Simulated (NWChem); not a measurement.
# One shape, several levels: CH6AlO− ([Al(OMe)H3]-)

We compute a comparison of 4 runs (HF/STO-3G, HF/3-21G, B3LYP/6-31G*) of CH6AlO− ([Al(OMe)H3]-). 

The calculation is run with NWChem 7.3.0.

## Step 1: The molecule

CH6AlO− has 9 atoms, charge -1, and is taken as a singlet. As SMILES, `[H][Al-]([H])([H])[O]C`. Geometry: a GFN2-xTB relaxation, a rough one for these elements and not checked as a minimum.

Bond lengths: Al1–O2 1.696 Å, O2–C3 1.367 Å, C3–H4 1.102 Å, C3–H5 1.103 Å, C3–H6 1.102 Å, Al1–H7 1.620 Å, Al1–H8 1.620 Å, Al1–H9 1.621 Å. Some angles: Al1–O2–C3 179.7°, O2–Al1–H7 107.8°, O2–Al1–H8 107.8°, O2–Al1–H9 107.7°, O2–C3–H4 111.5°, O2–C3–H5 111.3°, O2–C3–H6 111.5°, H7–Al1–H8 111.2°, H7–Al1–H9 111.0°, H8–Al1–H9 111.2°.

## Step 2: Energy and forces at HF/STO-3G (run 1)

Input file ch6alo.nw:

```
start ch6alo
title "CH6AlO"
memory total 2200 mb
charge -1
geometry units angstroms noautosym nocenter noautoz
   Al   -0.377710    0.597980   -1.344420
   O     0.047810   -0.068220    0.156540
   C     0.384600   -0.606890    1.366800
   H    -0.002500   -1.633440    1.473170
   H    -0.025740   -0.011280    2.199620
   H     1.477960   -0.650180    1.498460
   H     0.989760    0.885780   -2.164290
   H    -1.191620    1.969960   -1.065090
   H    -1.302560   -0.483700   -2.120800
end
basis spherical bse
   * library STO-3G
end
scf
   singlet
   rhf
   thresh 1e-08
   maxiter 80
end
task scf gradient
```

Command:

```console
$ nwchem ch6alo.nw > ch6alo.out
```

Output:

```text
[...]
  functions       =    25
[...]
  wavefunction    = RHF
[...]
         Total SCF energy =   -353.600386797621
      One-electron energy =   -715.104289545860
      Two-electron energy =    253.932343683919
 Nuclear repulsion energy =    107.571559064320
        Time for solution =      0.8s
[...]
                         RHF ENERGY GRADIENTS
    atom               coordinates                        gradient
                 x          y          z           x          y          z
   1 Al     -0.713768   1.130018  -2.540585    0.005582  -0.007826   0.019697
   2 O       0.090348  -0.128917   0.295818    0.001241  -0.002713   0.006120
   3 C       0.726789  -1.146856   2.582877    0.010829  -0.016553   0.035404
   4 H      -0.004724  -3.086754   2.783888   -0.002643   0.005220  -0.010204
   5 H      -0.048642  -0.021316   4.156679   -0.002935   0.004569  -0.010403
   6 H       2.792939  -1.228662   2.831679   -0.003631   0.004578  -0.010239
   7 H       1.870375   1.673881  -4.089915    0.036913   0.006810  -0.020306
   8 H      -2.251835   3.722685  -2.012728   -0.021165   0.035735   0.009095
   9 H      -2.461481  -0.914060  -4.007731   -0.024192  -0.029821  -0.019165
[...]
```

Run time: 1.8 s. Hardware: 1 thread of Intel Xeon Platinum 8488C (Sapphire Rapids), shared host; peak memory 0.098 GiB.

## Step 3: Energy and gradient at HF/3-21G (run 2)

Input file a.nw:

```
start a
memory total 2200 mb
charge -1

geometry units angstrom noautosym nocenter noautoz
  Al    -0.377710     0.597980    -1.344420
  O      0.047810    -0.068220     0.156540
  C      0.384600    -0.606890     1.366800
  H     -0.002500    -1.633440     1.473170
  H     -0.025740    -0.011280     2.199620
  H      1.477960    -0.650180     1.498460
  H      0.989760     0.885780    -2.164290
  H     -1.191620     1.969960    -1.065090
  H     -1.302560    -0.483700    -2.120800
end

basis spherical bse
  * library 3-21G
end

scf
  thresh 1e-08
  maxiter 80
  print medium
end

task scf gradient
```

Command:

```console
$ nwchem a.nw > a.out
```

Output:

```text
[...]
  functions       =    43
[...]
  wavefunction    = RHF
[...]
         Total SCF energy =   -356.190795872570
      One-electron energy =   -714.143841555028
      Two-electron energy =    250.381486618137
 Nuclear repulsion energy =    107.571559064320
        Time for solution =      1.0s
[...]
                         RHF ENERGY GRADIENTS
    atom               coordinates                        gradient
                 x          y          z           x          y          z
   1 Al     -0.713768   1.130018  -2.540585   -0.001657   0.003025  -0.005571
   2 O       0.090348  -0.128917   0.295818   -0.004099   0.006151  -0.013768
   3 C       0.726789  -1.146856   2.582877    0.001297  -0.001757   0.002499
   4 H      -0.004724  -3.086754   2.783888   -0.003734  -0.003861  -0.004357
   5 H      -0.048642  -0.021316   4.156679   -0.004135   0.006097   0.000120
   6 H       2.792939  -1.228662   2.831679    0.005063   0.002017  -0.004239
   7 H       1.870375   1.673881  -4.089915   -0.006841  -0.004453   0.010800
   8 H      -2.251835   3.722685  -2.012728    0.006762  -0.011170   0.004029
   9 H      -2.461481  -0.914060  -4.007731    0.007344   0.003951   0.010488
[...]
```

Wall time 2 s (1 thread of Intel Xeon Platinum 8488C (Sapphire Rapids), shared host); peak memory 0.096 GiB.

Run 3 isn't shown in full; the table further down has it.

## Step 4: Energy and gradient at B3LYP/6-31G(d) (spherical functions) (run 4)

Input file test.nw:

```
start test
title "CH6AlO gradient"
memory stack 880 mb heap 220 mb global 1100 mb
charge -1

geometry units angstroms noautosym nocenter noautoz
   Al      -0.377710       0.597980      -1.344420
   O        0.047810      -0.068220       0.156540
   C        0.384600      -0.606890       1.366800
   H       -0.002500      -1.633440       1.473170
   H       -0.025740      -0.011280       2.199620
   H        1.477960      -0.650180       1.498460
   H        0.989760       0.885780      -2.164290
   H       -1.191620       1.969960      -1.065090
   H       -1.302560      -0.483700      -2.120800
end

basis spherical bse
   Al library 6-31G*
   O library 6-31G*
   C library 6-31G*
   H library 6-31G*
end

dft
   xc b3lyp
   grid xfine
   convergence energy 1e-08
   iterations 100
   mulliken
end

task dft gradient
```

Command:

```console
$ nwchem test.nw > test.out
```

Output:

```text
[...]
          Wavefunction type:  closed shell.
          No. of atoms     :     9
          No. of electrons :    34
[...]
          Charge           :    -1
          Spin multiplicity:     1
[...]
          AO basis - number of functions:    58
[...]
              XC Information
              --------------
                         B3LYP Method XC Potential
                     Hartree-Fock (Exact) Exchange  0.200
                        Slater Exchange Functional  0.800 local
                    Becke 1988 Exchange Functional  0.720 non-local
              Lee-Yang-Parr Correlation Functional  0.810
                  VWN I RPA Correlation Functional  0.190 local
[...]
 d= 0,ls=0.0,diis     1   -359.3337571331 -4.67D+02  1.73D-02  5.76D-01     2.9
[...]
 d= 0,ls=0.0,diis     8   -359.4138113258 -1.10D-09  1.70D-06  1.00D-08    18.8
         Total DFT energy =     -359.413811325771
      One electron energy =     -716.701459229936
           Coulomb energy =      284.957992239485
    Exchange-Corr. energy =      -35.241903399639
 Nuclear repulsion energy =      107.571559064320
[...]
  wavefunction    = closed shell
                         DFT ENERGY GRADIENTS
    atom               coordinates                        gradient
                 x          y          z           x          y          z
   1 Al     -0.713768   1.130018  -2.540585    0.003588  -0.005142   0.012736
   2 O       0.090348  -0.128917   0.295818   -0.009941   0.015329  -0.034412
   3 C       0.726789  -1.146856   2.582877    0.006445  -0.009963   0.020999
   4 H      -0.004724  -3.086754   2.783888    0.000213   0.005272  -0.004259
   5 H      -0.048642  -0.021316   4.156679    0.000021   0.000024  -0.006565
   6 H       2.792939  -1.228662   2.831679   -0.004895   0.001934  -0.004373
   7 H       1.870375   1.673881  -4.089915   -0.004553  -0.002844   0.006835
   8 H      -2.251835   3.722685  -2.012728    0.004390  -0.007252   0.002409
   9 H      -2.461481  -0.914060  -4.007731    0.004732   0.002642   0.006629
[...]
```

Wall time 25 s (1 thread of Intel Xeon Platinum 8488C (Sapphire Rapids), shared host); peak memory 0.14 GiB.

## Step 5: Overview of the runs

| run | level | Cartesian functions | iteration cap | energy (Eh) | HOMO energy (eV) | LUMO energy (eV) | HOMO–LUMO gap (eV) | wall time |
| --- | --- | --- | --- | --- | --- | --- | --- | --- |
| 1 | HF/STO-3G | no | 80 | -353.600387 | -0.45 | 20.65 | 21.10 | 1.8 s |
| 2 | HF/3-21G | no | 80 | -356.190796 | -4.48 | 9.30 | 13.78 | 2 s |
| 3 | B3LYP/6-31G* (Cartesian functions) | yes | 100 | -359.417026 | – | – | – | 26 s |
| 4 | B3LYP/6-31G* (spherical functions) | no | 100 | -359.413811 | -1.15 | 5.79 | 6.93 | 25 s |

## Step 6: Outcome

| quantity | value |
| --- | --- |
| run 4: total energy | -359.41381 Eh |
| run 4: HOMO energy | -1.15 eV |
| run 4: LUMO energy | 5.79 eV |
| run 4: HOMO–LUMO gap (to an unbound level, set by the basis) | 6.93 eV |
| run 4: largest force on an atom | 2.003 eV/Å |

Over runs 1, 2, 4 the HOMO–LUMO gap runs from 6.93 eV (B3LYP/6-31G*) to 21.10 eV (HF/STO-3G). The two ends differ in method and basis. The empty levels of an anion lie above zero and hang on the basis. In run 1 the basis is minimal, so the values are rough. All runs together took 55 s, the longest 26 s.
